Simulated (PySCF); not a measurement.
Compound: AlO (doublet state).
SMILES with atom numbers: `[O:1]=[Al:2]`

Method used: UKS B3LYP, IGLO-III on Al O, non-relativistic, mean-field spin-orbit, GIAO (PySCF). Geometry: PBE0-D3(BJ)/def2-SVP; no solvent, vibrations or thermal averaging.

Task: Give the principal g shifts and their parts.

Result: 
```json
{"Δg (ppm)": "relativistic mass correction", "1": "-204", "2": "-204", "3": "-204"}
{"Δg (ppm)": "gauge correction", "1": "3", "2": "70", "3": "70"}
{"Δg (ppm)": "orbital Zeeman/spin–orbit", "1": "0", "2": "847", "3": "850"}
{"Δg (ppm)": "total", "1": "-200", "2": "713", "3": "716"}
```

So g = 2.00212, 2.00303, 2.00304 and g_iso = 2.00273; the tensor is axial. Axes: g1 lies along the molecular axis.

Task: What effective moment and Curie constant follow for a powder?

Result: With the mean of g² = 4.0109 and S(S+1) = 0.75: μ_eff = √(⟨g²⟩S(S+1)) = 1.734 μB and χT = 0.12505·⟨g²⟩·S(S+1) = 0.376 cm³ K/mol (cgs; spin-Hamiltonian part alone).

Task: What are the electron Larmor frequencies g μB B/h along the three axes at 330 mT?

Result: 9.2473, 9.2515, 9.2515 GHz for g1, g2 and g3, a range of 4.2 MHz.

Task: How much does each term add to the isotropic shift?

Result: The orbital-Zeeman/spin–orbit term 565, the mass correction -204 and the gauge correction 48 ppm, for a total of 410 ppm. The orbital-Zeeman/spin–orbit term is the largest in size. The mass correction is the same along every axis, so the anisotropy comes from the other two: their spans along these axes are 67 (gauge) and 850 ppm (orbital Zeeman/spin–orbit).

Task: In a frozen sample, at which fields do the three g values resonate at 9.5, 34, 94 and 263 GHz (hyperfine left aside), and which band first spreads them over more than twice a line width of 0.3 mT?

Result: 
```tsv
band	GHz	B(g3) mT	B(g2) mT	B(g1) mT	spread mT
X	9.5	338.86	338.86	339.02	0.16
Q	34.0	1212.77	1212.77	1213.33	0.56
W	94.0	3352.95	3352.96	3354.49	1.54
J	263.0	9381.14	9381.15	9385.43	4.29
```

The spread grows in proportion to the frequency. W band is the first where it exceeds 0.6 mT.

The Mulliken spin populations are largest on Al2 (+0.59) and O1 (+0.41).

The HOMO–LUMO gaps are 5.98 eV among the α and 2.89 eV among the β orbitals.
